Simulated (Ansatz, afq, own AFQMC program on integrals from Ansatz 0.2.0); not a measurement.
**CH₂⁺, doublet: AFQMC among the cluster methods**

```xyz
3

C     0.0000    0.0000    0.0000
H     0.0000    0.0000   -2.1641
H     0.0000    0.0000    2.1641
```

Basis cc-pVDZ. Noble-gas cores (and the filled d shells of Ga–Kr and In–Xe) are frozen. Ansatz 0.2.0 and our own AFQMC program on the same integrals; the CISD trial comes from CCSD amplitudes, and released means the phaseless constraint is let go. Error bars are statistical, one sigma.

Determinant: ROHF, the one that the program's search chose, which needn't be the lowest solution. The geometry is a point of a scan.

Full CI on the same integrals is exact in this basis and with this determinant's frozen core.

Cautions: a spin-contaminated unrestricted determinant lies lower (UHF 2.15 eV lower, ⟨S²⟩ 1.73); strong correlation (T1 0.059, weight of the determinant 0.77, largest double 0.42); the CCSD(T) amplitudes may be one of several solutions (largest double 0.42); the CCSDT(Q) amplitudes may be one of several solutions (largest double 0.46); the CCSDTQ amplitudes may be one of several solutions (largest double 0.46); the released energies are still falling, so no released level is given (meV from the phaseless value at times in 1/Eh: -19 ± 4 at 0.24, -28 ± 4 at 0.51, -43 ± 4 at 0.99, -58 ± 5 at 1.62, -68 ± 5 at 2.40).

The T1 diagnostic is 0.0590. The weight of the determinant in the CISD state is 0.767. The size of the correlated space is 5 electrons in 23 orbitals.

| level | correlation energy (eV) |
| --- | --- |
| MP2 | -3.1914 |
| CCSD | -4.3885 |
| CCSD(T) | -4.5838 |

**Question.** Estimate where full CI lies against CCSD(T) on the same integrals.

**Answer.** 3.4 kJ/mol below CCSD(T).

Reference: full CI, correlation energy -4.619 eV. The cautions show a poor starting determinant, so the rows tell how each method copes with it here, and full CI is the sure value.

```tsv
level	E − E(reference) (kJ/mol)	share of correlation (%)
CCSD(T)	3.4	99.24
CCSDT	0.3	99.93
CCSDT(Q)	0.1	99.97
CCSDTQ	0.0	100.00
ph-AFQMC/CISD	10.1 ± 0.4	97.72
```

CCSDT and higher add their correlation energy to the determinant of the CCSD(T) run, since their own runs factorise the integrals more tightly (a shift of under 2 meV). A walk keeps the symmetry of its determinant, which the program's search chose and which needn't be the lowest solution, so a lower state of the same spin and another symmetry isn't excluded.
